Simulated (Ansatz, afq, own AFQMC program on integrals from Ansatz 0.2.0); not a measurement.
# SiGeH, quartet → SiGeH⁺, triplet

```
atom   x (Å)    y (Å)    z (Å)
  Si  0.0000   0.0406   1.7372
  Ge  0.0000  -0.0362  -0.6556
   H  0.0000   1.4755  -1.1562
```

Connectivity, by distances: Si–GeH.

E(triplet, charge +1) − E(quartet, charge +0) at this geometry, on UHF and UHF determinants.

Basis cc-pVDZ. Noble-gas cores (and the filled d shells of Ga–Kr and In–Xe) are frozen. Integrals, coupled cluster, full CI and functionals: Ansatz 0.2.0; the random walks run on the same integrals in our own AFQMC program. The CISD trial takes its coefficients from CCSD amplitudes. Released means that phaseless walkers are propagated on without the constraint, phases kept. ± is one standard error of the sampling. No spin–orbit coupling. The errors of all members are added in quadrature.

No full CI on the walks' own integrals is used here; CCSDTQ serves as the reference and is uncertain by about the last step of the cluster series. Each member takes its own surest rung, up to full CI.

Errors are counted within cc-pVDZ, not against nature.

Cautions: inner d shell frozen; no relativity below Rb; no spin-orbit coupling; SiGeH (quartet): another spin lies lower, the released energies have errors that jump between times, so the bars are unsure, so no released level is given (meV from the phaseless value at times in 1/Eh: -5 ± 3 at 0.24, -15 ± 8 at 0.51, -10.9 ± 2.3 at 0.99, -14.2 ± 2.3 at 1.62, -23 ± 3 at 2.40), its ph-AFQMC/CISD value lies 32 ± 3 meV above CCSDTQ; SiGeH⁺ (triplet): lower spins were not checked, strong correlation (T1 0.051, weight of the determinant 0.83, largest double 0.09), unrestricted determinant spin contaminated (⟨S²⟩ 2.14 against 2.00), the released energies are still falling, so no released level is given (meV from the phaseless value at times in 1/Eh: -6 ± 3 at 0.24, -11 ± 3 at 0.51, -14 ± 3 at 0.99, -20 ± 4 at 1.62, -27 ± 4 at 2.40), its ph-AFQMC/CISD value lies 39 ± 4 meV above CCSDTQ; this needn't be the first ionization.

Reference (CCSDTQ): 683.8 kJ/mol.

| level | vertical ionization energy (kJ/mol) | error against CCSDTQ (kJ/mol) |
| --- | --- | --- |
| HF | 651.7 | -32.1 |
| MP2 | 695.6 | 11.8 |
| CCSD | 684.8 | 1.0 |
| CCSD(T) | 685.0 | 1.2 |
| CCSDT | 683.8 | 0.0 |
| CCSDT(Q) | 683.7 | -0.1 |
| ph-AFQMC/HF | 684.5 ± 3.1 | 0.7 ± 3.1 |
| ph-AFQMC/CISD | 684.4 ± 0.5 | 0.6 ± 0.5 |

Correlation beyond CCSD(T) takes off 1.2 kJ/mol. The perturbative (T) step is worth +0.2 kJ/mol. Where the cautions show a poor determinant, the low rows tell how each method copes with it, not its usual error.

CCSDT and higher add their correlation energy to the determinant of the CCSD(T) run, since their own runs factorise the integrals more tightly (a shift of under 2 meV). A walk keeps the symmetry of its determinant, which the program's search chose and which needn't be the lowest solution, so a lower state of the same spin and another symmetry isn't excluded.
